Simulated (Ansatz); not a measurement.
Input file:

```yaml
crystal:
  periodic: [false, false, false]
  atoms:
    - {symbol: B, position_ang: [0.000000, -0.017998, 0.665694]}
    - {symbol: B, position_ang: [0.000000, -0.017998, -0.919388]}
    - {symbol: H, position_ang: [0.000000, 1.451961, 1.477026]}
    - {symbol: H, position_ang: [0.000000, -1.065866, 1.244056]}
basis:
  gaussian: {orbitals: 6-31G}
magnetization: {spin_polarized: true, initial_magnetization: 2}
correlation: {method: bccd, electrons: all}
scf: {lower_state_search: full}
```

```sh
$ ansatz run in.yaml --threads 1 --pin off --events-out ev --progress --plain --max-ram 2393MiB
```

Log:

```
316 factors; integrals over basis functions are off by at most 2.6e-4 eV
mean field evaluation 1: about -1367.4052 eV, gradient 9.4e0 eV
mean field evaluation 2: about -1367.4073 eV, gradient 9.4e0 eV
mean field evaluation 4: about -1368.9256 eV, gradient 2.1e0 eV
mean field evaluation 8: about -1369.1852 eV, gradient 2.8e-1 eV
mean field evaluation 16: about -1368.5912 eV, gradient 3.9e0 eV
mean field evaluation 32: about -1304.6799 eV, gradient 8.0e1 eV
mean field evaluation 64: about -1356.3421 eV, gradient 2.5e1 eV
mean field evaluation 96: about -1367.9272 eV, gradient 7.5e-1 eV
mean field evaluation 128: about -1366.1746 eV, gradient 6.8e-3 eV
mean field evaluation 160: about -1366.1746 eV, gradient 8.3e-3 eV
mean field evaluation 192: about -1366.1755 eV, gradient 1.3e-1 eV
mean field -1369.19030382 eV, -50.3168155947 hartree, gradient 1.9e-6 eV, S^2 2.019614; 8 other end points of the search recorded, 0 dependent functions left out
determinant -1369.19030382 eV, -50.3168155947 hartree, with singles and doubles -1372.21946358 eV, -50.4281351629 hartree
determinant -1367.81754392 eV, -50.2663675991 hartree, with singles and doubles -1370.48320374 eV, -50.3643287905 hartree
determinant -1366.17461273 eV, -50.2059909913 hartree, with singles and doubles -1369.19919950 eV, -50.3171425051 hartree
reference -1369.19030382 eV, -50.3168155947 hartree; 7, 5 occupied and 15, 17 virtual orbitals, 316 factors
second order -2.19900888 eV of doubles, -0.00000000 eV of singles
cycle   1  -3.02843128 eV  change    7.3e-4 eV  update   8.9e-3
cycle   2  -3.02353052 eV  change    4.9e-3 eV  update   3.7e-3
cycle   3  -3.02178615 eV  change    1.7e-3 eV  update   2.2e-3
cycle   4  -3.02250699 eV  change   -7.2e-4 eV  update   1.0e-3
cycle   5  -3.02328280 eV  change   -7.8e-4 eV  update   4.4e-4
cycle   6  -3.02352695 eV  change   -2.4e-4 eV  update   1.7e-4
cycle   7  -3.02359771 eV  change   -7.1e-5 eV  update   8.9e-5
cycle   8  -3.02358723 eV  change    1.0e-5 eV  update   4.6e-5
cycle   9  -3.02355230 eV  change    3.5e-5 eV  update   2.1e-5
cycle  10  -3.02354649 eV  change    5.8e-6 eV  update   8.0e-6
Total energy: -1372.21385031 eV, -50.4279288789 hartree
```

Ran on 1 thread of Intel Xeon 6975P-C, shared host: 1 s wall, 0.13 GiB peak host memory.
